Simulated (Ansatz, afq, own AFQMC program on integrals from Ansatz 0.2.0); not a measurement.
H2O, singlet in 6-31G, levels against full CI

```xyz
3

O     0.0000   -0.1140    0.0000
H     0.0000    0.9046   -1.3289
H     0.0000    0.9046    1.3289
```

Basis 6-31G. Only valence electrons are correlated. Ansatz 0.2.0 and our own AFQMC program on the same integrals; the CISD trial comes from CCSD amplitudes, and released means the phaseless constraint is let go. ± is one standard error of the sampling.

Determinant: RHF, the one that the program's search chose, which needn't be the lowest solution. The geometry is a point of a scan.

Full CI on the same integrals is exact in this basis and with this determinant's frozen core.

Cautions: restricted determinant unstable towards unrestricted (UHF 2.81 eV lower, ⟨S²⟩ 1.50); strong correlation (T1 0.030, weight of the determinant 0.80, largest double 0.23).

```
T1 diagnostic                               : 0.0301
weight of the determinant in the CISD state : 0.795
size of the correlated space                : 8 electrons in 12 orbitals
```

```
  level  correlation energy (eV)
    MP2                  -5.6474
   CCSD                  -6.2588
CCSD(T)                  -6.4827
```

Estimate where full CI lies against CCSD(T) on the same integrals.

0.8 kJ/mol below CCSD(T).

Reference: full CI, correlation energy -6.491 eV. The released energy is read at 2.40 1/Eh (meV from the phaseless value at times in 1/Eh: -3 ± 8 at 0.24, -20 ± 7 at 0.51, -39 ± 8 at 0.99, -65 ± 7 at 1.62, -67 ± 8 at 2.40).

```csv
level,E − E(reference) (kJ/mol),share of correlation (%)
CCSD(T),0.8,99.87
CCSDT,3.5,99.44
CCSDT(Q),-1.5,100.24
CCSDTQ,0.4,99.93
ph-AFQMC/HF,50.6 ± 4.2,91.93
ph-AFQMC/CISD,8.3 ± 0.7,98.68
released AFQMC,1.8 ± 0.8,99.72
```

CCSDT and higher add their correlation energy to the determinant of the CCSD(T) run, since their own runs factorise the integrals more tightly (a shift of under 2 meV). A walk keeps the symmetry of its determinant, which the program's search chose and which needn't be the lowest solution, so a lower state of the same spin and another symmetry isn't excluded. Released energies are given only where the last usable release times agree within the noise; a slower fall can still hide under it.
